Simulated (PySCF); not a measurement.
Compound: TT, C6H4S2.
Numbering: `[cH:1]1[cH:2][c:3]2[s:4][cH:5][cH:6][c:7]2[s:8]1` (hydrogens: H9 on C1; H10 on C2; H11 on C5; H12 on C6)

Computed with PySCF at wB97X-D/def2-SVPD, non-relativistic, on one gas-phase PBE0-D3(BJ)/def2-SVP geometry that isn't relaxed in the solvent. The solvent is an IEF-PCM continuum (van der Waals radii × 1.2), and excitations are vertical TDDFT with non-equilibrium linear response and a frozen core. Only the electrostatic response of the medium enters.

Gas-phase singlets (H = HOMO, L = LUMO):

```
state  E (eV)  λ (nm)      f  leading configuration
   S1   5.012     247  0.264                H→L 94%
   S2   5.232     237  0.096              H-1→L 93%
   S3   5.753     216  0.000              H→L+1 71%
   S4   5.960     208  0.000            H-1→L+1 71%
   S5   5.979     207  0.000              H→L+2 72%
```

Q: Give the list for chloroform (ε = 4.711), n² = 2.09.

A: 
```json
{"state": "S1", "E (eV)": "4.913", "λ (nm)": "252", "f": "0.372", "leading configuration": "H→L 96%", "change by rank (eV)": "-0.099"}
{"state": "S2", "E (eV)": "5.207", "λ (nm)": "238", "f": "0.139", "leading configuration": "H-1→L 94%", "change by rank (eV)": "-0.025"}
{"state": "S3", "E (eV)": "5.804", "λ (nm)": "214", "f": "0.000", "leading configuration": "H→L+1 73%", "change by rank (eV)": "+0.051"}
{"state": "S4", "E (eV)": "6.015", "λ (nm)": "206", "f": "0.000", "leading configuration": "H-1→L+1 73%", "change by rank (eV)": "+0.055"}
{"state": "S5", "E (eV)": "6.046", "λ (nm)": "205", "f": "0.000", "leading configuration": "H→L+2 67%", "change by rank (eV)": "+0.067"}
```

Q: The ground-state energy changes by -0.122 eV from gas to chloroform. By how much does the total energy of gas-phase S1 change?

A: E(S1) = E(S0) + excitation energy, so it changes by -0.122 − 0.099 = -0.221 eV: it is lowered more than the ground state, which is what a red shift means. This is the vertical state, with the slow part of the continuum still set for S0.

Q: How do the frontier levels move from gas to chloroform?

A: 
```csv
orbital,gas (eV),solvent (eV),change (eV),"Löwdin shares, gas","Löwdin shares, solvent"
LUMO+2,2.01,2.07,+0.06,"S8 31 %, S4 31 %, H12 6 %, H10 6 %","S8 31 %, S4 31 %, C6 6 %, C2 6 %"
LUMO+1,1.80,1.88,+0.08,"S4 37 %, S8 37 %, C3 4 %, C7 4 %","S4 38 %, S8 38 %, C3 5 %, C7 5 %"
LUMO,0.72,0.73,+0.01,"C5 17 %, C1 17 %, S4 12 %, S8 12 %","C5 17 %, C1 17 %, S4 12 %, S8 12 %"
HOMO,-8.11,-8.10,+0.01,"C1 17 %, C5 17 %, C2 14 %, C6 14 %","C1 17 %, C5 17 %, C2 14 %, C6 14 %"
HOMO-1,-8.50,-8.52,-0.02,"S8 22 %, S4 22 %, C3 15 %, C7 15 %","S8 23 %, S4 23 %, C3 14 %, C7 14 %"
HOMO-2,-10.09,-10.10,-0.01,"S4 15 %, S8 15 %, C6 14 %, C2 14 %","S4 15 %, S8 15 %, C6 14 %, C2 14 %"
HOMO-3,-11.51,-11.52,-0.01,"S8 33 %, S4 33 %, C7 11 %, C3 11 %","S8 33 %, S4 33 %, C7 10 %, C3 10 %"
```

The HOMO–LUMO gap goes from 8.83 to 8.83 eV.

wB97X-D is run here without its empirical dispersion term; that term would change no orbital, density or response property at a fixed geometry.
